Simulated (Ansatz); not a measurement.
Geometry optimisation, UKS r2SCAN-D4/6-31G* (Ansatz 0.2.0).

Input:

```yaml
crystal:
  periodic: [false, false, false]
  atoms:
    - { symbol: H, position_ang: [-0.763511, -0.270325, -0.408467] }
    - { symbol: C, position_ang: [1.250828, 0.410413, 0.637899] }
    - { symbol: C, position_ang: [-1.6936, -0.557965, -0.865941] }
    - { symbol: "N", position_ang: [-2.699268, -0.865568, -1.35706] }
    - { symbol: H, position_ang: [1.337729, -0.507812, 1.207547] }
    - { symbol: H, position_ang: [0.789757, 1.281176, 1.090078] }
    - { symbol: H, position_ang: [1.777965, 0.510082, -0.304157] }
magnetization:
  spin_polarized: true
  initial_magnetization: 1
basis:
  gaussian: { orbitals: "6-31G*" }
hamiltonian:
  xc: r2scan
  dispersion: d4
relax:
  f_tol: 0.03
  max_steps: 50
output:
  orbitals: {}
```

Run as:

```bash
$ ansatz run input.yaml --threads 2 --pin off --max-ram 3072MiB --backend cpu --events-out ev --progress --plain --runs-dir out
```

Problem. Where does it end, and by what steps?

Solution. The forces met the threshold. After 2 steps the energy has fallen by 0.000 eV; H1 moved furthest, 0.02 Å.

```csv
step,energy less start (eV),largest force component (eV/Å),accepted
0,0.0000,0.150,yes
1,-0.0004,0.047,yes
2,-0.0004,0.010,yes
```

```xyz
7
Properties=species:S:1:pos:R:3
H -0.764 -0.258 -0.397
C 1.246 0.409 0.635
C -1.692 -0.556 -0.864
N -2.690 -0.875 -1.364
H 1.332 -0.511 1.204
H 0.800 1.284 1.095
H 1.769 0.506 -0.310
```

Whether the end is a true minimum wasn't checked by a vibrational analysis.

The run took 3.8 s on 2 threads of Intel(R) Xeon(R) Platinum 8488C (Sapphire Rapids) (shared host), peak memory 0.17 GiB.
